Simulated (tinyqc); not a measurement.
Worked calculation: MP2 on RHF in the sto-3g basis, frozen core, for H2O, spin multiplicity 1. One step of it, computed by the program tinyqc.

Question. Integrals over molecular orbitals. (pq|rs) = sum C_ip C_jq C_kr C_ls (ij|kl), one index at a time.

coefficients C:
```
              MO1        MO2        MO3        MO4       MO5        MO6        MO7
1O 1s    0.994565  -0.242613   0.000000   0.088107  0.000000  -0.100397   0.000000
1O 2s    0.023172   0.910282   0.000000  -0.446813  0.000000   0.578117   0.000000
1O 2px   0.000000   0.000000   0.000000   0.000000  1.000000   0.000000   0.000000
1O 2py   0.000000   0.000000   0.615299   0.000000  0.000000   0.000000   0.884846
1O 2pz   0.002713   0.068489   0.000000   0.728995  0.000000   0.746296   0.000000
2H 1s   -0.004011   0.133780   0.456268   0.353476  0.000000  -0.673165  -0.694873
3H 1s   -0.004011   0.133780  -0.456268   0.353476  0.000000  -0.673165   0.694873
```

core Hamiltonian H = T + V (hartree), lower triangle:
```
             1O 1s      1O 2s     1O 2px     1O 2py     1O 2pz      2H 1s      3H 1s
1O 1s   -32.516732
1O 2s    -7.564473  -9.142487
1O 2px    0.000000   0.000000  -7.298002
1O 2py    0.000000   0.000000   0.000000  -7.389316
1O 2pz   -0.013061  -0.161451   0.000000   0.000000  -7.359010
2H 1s    -1.038981  -2.539883   0.000000  -1.476179  -1.247259  -4.307530
3H 1s    -1.038981  -2.539883   0.000000   1.476179  -1.247259  -0.899326  -4.307530
```

Two-electron integrals (ij|kl) in chemists' order, unique and non-zero (hartree):
```
(11|11) 4.785065    (21|11) 0.741380    (21|21) 0.136873    (22|11) 1.118947
(22|21) 0.256633    (22|22) 0.817206    (31|31) 0.024477    (32|31) 0.037809
(32|32) 0.180518    (33|11) 1.115814    (33|21) 0.256684    (33|22) 0.817023
(33|33) 0.880159    (41|41) 0.024477    (42|41) 0.037809    (42|42) 0.180518
(43|43) 0.047444    (44|11) 1.115814    (44|21) 0.256684    (44|22) 0.817023
(44|33) 0.785270    (44|44) 0.880159    (51|51) 0.024477    (52|51) 0.037809
(52|52) 0.180518    (53|53) 0.047444    (54|54) 0.047444    (55|11) 1.115814
(55|21) 0.256684    (55|22) 0.817023    (55|33) 0.785270    (55|44) 0.785270
(55|55) 0.880159    (61|11) 0.102075    (61|21) 0.018705    (61|22) 0.034913
(61|33) 0.034845    (61|41) 0.000656    (61|42) 0.001240    (61|44) 0.034970
(61|51) 0.000536    (61|52) 0.001013    (61|54) 0.000103    (61|55) 0.034929
(61|61) 0.002588    (62|11) 0.273444    (62|21) 0.063612    (62|22) 0.227402
(62|33) 0.223362    (62|41) 0.003695    (62|42) 0.029437    (62|44) 0.230492
(62|51) 0.003020    (62|52) 0.024062    (62|54) 0.005828    (62|55) 0.228126
(62|61) 0.008880    (62|62) 0.081474    (63|31) 0.006343    (63|32) 0.038049
(63|43) 0.005953    (63|53) 0.004866    (63|63) 0.011026    (64|11) 0.160777
(64|21) 0.037856    (64|22) 0.144495    (64|33) 0.138100    (64|41) 0.008253
(64|42) 0.055546    (64|44) 0.154270    (64|51) 0.001562    (64|52) 0.014301
(64|54) 0.008351    (64|55) 0.140949    (64|61) 0.005493    (64|62) 0.062955
(64|64) 0.059126    (65|11) 0.131416    (65|21) 0.030943    (65|22) 0.118108
(65|33) 0.112881    (65|41) 0.001562    (65|42) 0.014301    (65|44) 0.116366
(65|51) 0.007619    (65|52) 0.049739    (65|54) 0.008802    (65|55) 0.124941
(65|61) 0.004490    (65|62) 0.051458    (65|64) 0.039316    (65|65) 0.043162
(66|11) 0.443507    (66|21) 0.104818    (66|22) 0.431714    (66|33) 0.415245
(66|41) 0.007207    (66|42) 0.081032    (66|44) 0.444550    (66|51) 0.005891
(66|52) 0.066234    (66|54) 0.023953    (66|55) 0.434824    (66|61) 0.014723
(66|62) 0.203635    (66|64) 0.179628    (66|65) 0.146825    (66|66) 0.774606
(71|11) 0.102075    (71|21) 0.018705    (71|22) 0.034913    (71|33) 0.034845
(71|41) -0.000656   (71|42) -0.001240   (71|44) 0.034970    (71|51) 0.000536
(71|52) 0.001013    (71|54) -0.000103   (71|55) 0.034929    (71|61) 0.002551
(71|62) 0.008611    (71|64) 0.004914    (71|65) 0.004359    (71|66) 0.014176
(71|71) 0.002588    (72|11) 0.273444    (72|21) 0.063612    (72|22) 0.227402
(72|33) 0.223362    (72|41) -0.003695   (72|42) -0.029437   (72|44) 0.230492
(72|51) 0.003020    (72|52) 0.024062    (72|54) -0.005828   (72|55) 0.228126
(72|61) 0.008611    (72|62) 0.064633    (72|64) 0.034808    (72|65) 0.039658
(72|66) 0.129939    (72|71) 0.008880    (72|72) 0.081474    (73|31) 0.006343
(73|32) 0.038049    (73|43) -0.005953   (73|53) 0.004866    (73|63) 0.008422
(73|73) 0.011026    (74|11) -0.160777   (74|21) -0.037856   (74|22) -0.144495
(74|33) -0.138100   (74|41) 0.008253    (74|42) 0.055546    (74|44) -0.154270
(74|51) -0.001562   (74|52) -0.014301   (74|54) 0.008351    (74|55) -0.140949
(74|61) -0.004914   (74|62) -0.034808   (74|64) -0.010783   (74|65) -0.020961
(74|66) -0.064356   (74|71) -0.005493   (74|72) -0.062955   (74|74) 0.059126
(75|11) 0.131416    (75|21) 0.030943    (75|22) 0.118108    (75|33) 0.112881
(75|41) -0.001562   (75|42) -0.014301   (75|44) 0.116366    (75|51) 0.007619
(75|52) 0.049739    (75|54) -0.008802   (75|55) 0.124941    (75|61) 0.004359
(75|62) 0.039658    (75|64) 0.020961    (75|65) 0.032402    (75|66) 0.086777
(75|71) 0.004490    (75|72) 0.051458    (75|74) -0.039316   (75|75) 0.043162
(76|11) 0.088137    (76|21) 0.020714    (76|22) 0.081078    (76|33) 0.079090
(76|44) 0.080613    (76|51) 0.001493    (76|52) 0.014488    (76|55) 0.083439
(76|61) 0.002863    (76|62) 0.029287    (76|64) 0.019737    (76|65) 0.020822
(76|66) 0.078403    (76|71) 0.002863    (76|72) 0.029287    (76|74) -0.019737
(76|75) 0.020822    (76|76) 0.013546    (77|11) 0.443507    (77|21) 0.104818
(77|22) 0.431714    (77|33) 0.415245    (77|41) -0.007207   (77|42) -0.081032
(77|44) 0.444550    (77|51) 0.005891    (77|52) 0.066234    (77|54) -0.023953
(77|55) 0.434824    (77|61) 0.014176    (77|62) 0.129939    (77|64) 0.064356
(77|65) 0.086777    (77|66) 0.289165    (77|71) 0.014723    (77|72) 0.203635
(77|74) -0.179628   (77|75) 0.146825    (77|76) 0.078403    (77|77) 0.774606
```

Give: one-electron integrals over orbitals h = C^T H C; Two-electron integrals over orbitals.

Answer.

one-electron integrals over orbitals h = C^T H C (hartree), lower triangle:
```
         1       2       3       4       5       6       7
1  -32.501
2    0.574  -7.537
3    0.000   0.000  -5.874
4   -0.196   0.546   0.000  -6.401
5    0.000   0.000   0.000   0.000  -7.298
6    0.230  -1.129   0.000  -1.418   0.000  -5.281
7    0.000   0.000  -1.792   0.000   0.000   0.000  -5.446
```

Two-electron integrals over orbitals (pq|rs), unique and non-zero (hartree); the lowest 1 orbital is frozen and left out:
```
(22|22) 0.727       (32|32) 0.125       (33|22) 0.605       (33|33) 0.579
(42|22) -0.034      (42|33) 2.87e-03    (42|42) 0.130       (43|32) 0.029
(43|43) 0.060       (44|22) 0.651       (44|33) 0.553       (44|42) -0.086
(44|44) 0.669       (52|52) 0.153       (53|53) 0.026       (54|52) -0.042
(54|54) 0.045       (55|22) 0.759       (55|33) 0.592       (55|42) -0.082
(55|44) 0.672       (55|55) 0.880       (62|22) 0.125       (62|33) 0.063
(62|42) 0.038       (62|44) 0.053       (62|55) 0.132       (62|62) 0.092
(63|32) -0.034      (63|43) -0.041      (63|63) 0.075       (64|22) 0.142
(64|33) 0.052       (64|42) -0.055      (64|44) 0.133       (64|55) 0.163
(64|62) 0.057       (64|64) 0.111       (65|52) 0.047       (65|54) 0.008
(65|65) 0.033       (66|22) 0.588       (66|33) 0.540       (66|42) 0.042
(66|44) 0.541       (66|55) 0.575       (66|62) 0.090       (66|64) 0.058
(66|66) 0.575       (72|32) 0.059       (72|43) -0.029      (72|63) 0.028
(72|72) 0.070       (73|22) 0.174       (73|33) 0.089       (73|42) -0.078
(73|44) 0.133       (73|55) 0.208       (73|62) 0.064       (73|64) 0.111
(73|66) 0.048       (73|73) 0.164       (74|32) -0.070      (74|43) -0.020
(74|63) 0.058       (74|72) -0.017      (74|74) 0.073       (75|53) 0.024
(75|75) 0.025       (76|32) 0.079       (76|43) 0.067       (76|63) -0.065
(76|72) -2.86e-03   (76|74) -0.062      (76|76) 0.110       (77|22) 0.601
(77|33) 0.570       (77|42) -0.018      (77|44) 0.564       (77|55) 0.600
(77|62) 0.057       (77|64) 0.054       (77|66) 0.542       (77|73) 0.094
(77|77) 0.584
```
